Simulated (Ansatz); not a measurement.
```yaml
crystal:
  periodic: [false, false, false]
  atoms:
    - {symbol: Si, position_ang: [-1.620918, 0.047051, 0.007488]}
    - {symbol: As, position_ang: [0.668661, -0.025619, -0.003156]}
    - {symbol: H, position_ang: [-2.043622, 1.446161, -0.004727]}
    - {symbol: H, position_ang: [-2.181133, -0.611306, 1.195781]}
    - {symbol: H, position_ang: [-2.188629, -0.635827, -1.163153]}
    - {symbol: H, position_ang: [1.054581, 2.001559, 0.032809]}
    - {symbol: H, position_ang: [0.822003, -1.607327, -0.034742]}
basis:
  gaussian: {orbitals: def2-TZVP}
magnetization: {spin_polarized: true, initial_magnetization: 2}
hamiltonian: {xc: pbe0}
relax: {f_tol: 0.004, max_steps: 80}
```

```sh
$ ansatz run in.yaml --threads 1 --pin off --events-out ev --progress --plain --max-ram 2176MiB
```

Steps of the relaxation (energy above the last step; positions in Å, forces in eV/Å):

```
7
step 1, 163.0 meV
Si   -1.621    0.047    0.007   -0.588   -0.209   -0.004
As    0.669   -0.026   -0.003    1.104   -0.055   -0.004
H    -2.044    1.446   -0.005   -0.069    0.431   -0.003
H    -2.181   -0.611    1.196   -0.056   -0.140    0.333
H    -2.189   -0.636   -1.163   -0.064   -0.144   -0.328
H     1.055    2.002    0.033   -0.103   -0.279   -0.005
H     0.822   -1.607   -0.035   -0.224    0.396    0.010
```

```
7
step 2, 78.8 meV
Si   -1.616    0.036    0.006    0.032    0.170    0.004
As    0.733    0.006   -0.002    0.047    0.229    0.002
H    -2.010    1.461   -0.004   -0.138    0.091    0.000
H    -2.145   -0.621    1.226    0.003   -0.050    0.039
H    -2.157   -0.644   -1.195    0.005   -0.050   -0.040
H     0.981    1.941    0.031   -0.041   -0.289   -0.005
H     0.724   -1.565   -0.032    0.093   -0.101    0.000
```

```
7
step 3, 28.8 meV
Si   -1.608    0.080    0.006    0.168    0.073    0.003
As    0.767    0.038   -0.002   -0.301    0.564    0.009
H    -2.059    1.498   -0.003   -0.009   -0.089    0.001
H    -2.107   -0.603    1.235    0.009    0.017   -0.088
H    -2.118   -0.625   -1.204    0.012    0.018    0.085
H     0.885    1.770    0.028    0.060    0.007    0.000
H     0.751   -1.543   -0.030    0.060   -0.590   -0.010
```

```
7
step 5, 2.5 meV
Si   -1.615    0.104    0.008    0.108    0.015    0.002
As    0.743    0.083   -0.002   -0.011    0.048    0.005
H    -2.142    1.492   -0.001    0.020   -0.003    0.001
H    -2.078   -0.607    1.227   -0.044   -0.014    0.008
H    -2.080   -0.626   -1.198   -0.053   -0.017   -0.013
H     0.950    1.746    0.025   -0.018    0.052    0.000
H     0.733   -1.577   -0.029   -0.001   -0.082   -0.001
```

```
7
step 7, 0.0 meV
Si   -1.608    0.099    0.007   -0.001    0.005    0.000
As    0.747    0.080   -0.002    0.002   -0.002    0.005
H    -2.106    1.497    0.000   -0.001    0.001    0.000
H    -2.095   -0.604    1.222   -0.002   -0.003    0.003
H    -2.103   -0.620   -1.195   -0.002   -0.002   -0.004
H     0.914    1.751    0.024    0.000    0.001   -0.003
H     0.761   -1.588   -0.026    0.003   -0.001   -0.002
```

```
7
step 8, 0.0 meV
Si   -1.608    0.099    0.007   -0.002    0.000    0.001
As    0.747    0.080   -0.001    0.001    0.000   -0.004
H    -2.105    1.497    0.002    0.000    0.000    0.000
H    -2.096   -0.606    1.222   -0.001    0.000    0.000
H    -2.104   -0.618   -1.196    0.000    0.000    0.000
H     0.914    1.751    0.021    0.001    0.000    0.001
H     0.763   -1.589   -0.024    0.000    0.000    0.002
```

Close pairs at the end: Si1–H3 1.484 Å, Si1–H5 1.486 Å, Si1–H4 1.487 Å, As2–H7 1.669 Å, As2–H6 1.680 Å, Si1–As2 2.355 Å.

A stationary point of unrestricted PBE0 after 8 steps, with ⟨S²⟩ = 2.015 against 2.00 for a pure state; no frequencies were run, so it isn't proven a minimum. 47 s on 1 thread of Intel Xeon 6975P-C, shared host.
